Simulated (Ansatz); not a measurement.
BaGdCuS3 (Cmcm, No. 63; cell taken from a computed entry)

Level of theory: PBE0 (plane waves, PAW; Ansatz, a quantum-chemistry and plane-wave program).

Numerical settings: plane-wave cutoff 460 eV, 6×6×2 k mesh (along the axes of the cell as run), Fermi–Dirac smearing 0.01 eV, spin-polarised start, scalar-relativistic PAW data made under PBE.

Cell: relaxed with PBEsol: a = 3.976 Å, b = 13.303 Å, c = 10.196 Å, α = β = γ = 90.00°.

```yaml
band_gap: 2.50 eV (on the SCF k mesh)
smallest_direct_gap_on_the_k_points_sampled: 2.77 eV
"Γ–Γ gap": 3.21 eV
```

Note: the magnetic order was assumed, not searched for or taken from measurement; the state of the 4f shell is in doubt; cell and atoms aren't relaxed at this level (largest force component 0.24 eV/Å, pressure 3.6 GPa).

Spin–orbit coupling is not included.

Computed values are for the static lattice.
